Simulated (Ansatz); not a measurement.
## Sn2 substitution

Start structure (CH₄FO (charge -1), closed shell), relaxed at PBE0-D4/def2-TZVPD:

```xyz
7
angstrom
F -1.2519 -0.9176 1.6298
C -0.4386 -0.3949 0.5885
O 0.8756 1.0611 -1.2386
H -1.0640 0.0881 -0.1564
H 0.1104 -1.2181 0.1367
H 0.2540 0.3345 0.9976
H 1.5145 1.0470 -1.9576
```

The step: [CH₃F ([CH3][F]) + OH]⁻ → [CH₄O ([CH3][OH]) + F]⁻; bonds formed: C2–O3; bonds broken: F1–C2. Ansatz 0.2.0; basis: def2-TZVPPD and def2-QZVPPD; cores frozen in the correlated methods. Extrapolation: Hartree–Fock as exp(−7.88 √X), correlation as X^−2.97. Energies below are by CCSD(T) at an estimated basis limit (MP2 extrapolated from triple and quadruple zeta, plus CCSD(T) − MP2 in triple zeta).

Task: What are the electronic barrier and the energy of the step, from the start structure to the end structure? (An estimate is asked for; the value comes from the calculation.)

Result: Computed: Barrier 11.03 kcal/mol; step energy -36.07 kcal/mol (downhill); reverse barrier, their difference, 47.10 kcal/mol. Barrier and step energy count from the start structure, the reverse barrier from the end structure.

The saddle point: One imaginary mode of 540i cm⁻¹.
| pair | start (Å) | saddle (Å) | end (Å) |
| --- | --- | --- | --- |
| C2–O3 | 2.68 | 2.00 | 1.37 |
| F1–C2 | 1.42 | 1.75 | 3.08 |

Zero-point energy (harmonic, PBE0-D4): ZPE is 30.69 kcal/mol at the start and 30.97 kcal/mol at the saddle, so the barrier goes from 11.03 to 11.30 kcal/mol.

T1 diagnostic: at most 0.021.

Labels in which every atom is bracketed show which atoms are joined, not bond orders.

For scale, one of the runs: CCSD(T)/def2-TZVPPD, 185 basis functions, launched by `ansatz run in.yaml --threads 2 --pin off --events-out ev --progress --plain --max-ram 4352MiB`. Hardware: 2 CPU threads of an AMD EPYC 7R43, shared host. Wall time 87 s; peak host memory 2 GiB.
